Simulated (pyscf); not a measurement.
NH₃ (SMILES N) + H₂N–GaH₂ (SMILES [NH2][GaH2]) -> H₂N–GaH₂ (SMILES [NH2][GaH2]) + NH₃ (SMILES N) (four-centre exchange; singlet surface; H–N, Ga–N broken, Ga–N, H–N formed). Structures and frequencies: ωB97X-D3(BJ)/def2-SVP in PySCF. Correlated levels are frozen-core, on RHF or UHF. ΔMP2 is the change of the MP2 total energy from the triple- to the quadruple-zeta basis. Energies in kcal/mol from the separated reactants.

| level | barrier | reaction energy |
|---|---|---|
| PBE0-D3(BJ)/def2-TZVP | -6.6 | 0.0 |
| M06-2X/def2-TZVP | -6.1 | 0.0 |
| ωB97M-D3(BJ)/def2-TZVP | -3.0 | 0.0 |
| HF/def2-TZVP | 9.3 | 0.0 |
| CCSD/def2-TZVPP | -1.4 | 0.0 |
| CCSD(T)/def2-TZVPP | -3.5 | 0.0 |
| CCSD(T)/def2-TZVPP + ΔMP2(QZVPP) | (withheld) | 0.0 |

Task: Complete the blanks.

Result: 
- CCSD(T)/def2-TZVPP + ΔMP2(QZVPP), barrier: -2.5

On the reactant side the descent ends in an adduct with a Ga–N contact, 19.6 kcal/mol under the separated species and 15.0 kcal/mol under the saddle at ωB97X-D3(BJ)/def2-TZVP. On the product side the descent ends in an adduct with a Ga–N contact, 19.6 kcal/mol under the separated species and 15.0 kcal/mol under the saddle at ωB97X-D3(BJ)/def2-TZVP. At PBE0-D3(BJ), M06-2X, ωB97M-D3(BJ), CCSD, CCSD(T), CCSD(T) the saddle lies under the separated reactants, which points to a path from their complex (located at ωB97X-D3(BJ) alone). At PBE0-D3(BJ), M06-2X, ωB97M-D3(BJ), CCSD, CCSD(T), CCSD(T) the saddle lies under the separated products, which points to a path from their complex (located at ωB97X-D3(BJ) alone). What is counted as formed (Ga–N) is already present as a longer contact in the reactant adduct; forming that adduct is a step of its own. What is counted as broken (Ga–N) persists as a longer contact in the product adduct; parting that adduct is a step of its own. At ωB97X-D3(BJ) the barrier from the zero used here is -4.7 kcal/mol. This is the saddle that the search found; another between the same sides may lie lower. The CCSD(T) − MP2 part came from Ansatz, without density fitting, on the same reference. The frozen core leaves the outer d or s,p core shells of the metals and heavy elements correlated in the MP2 and CC values, and def2-TZVPP describes them poorly, which can shift differences by a few kcal/mol. Elements up to Kr have no core potential and no relativistic terms here.
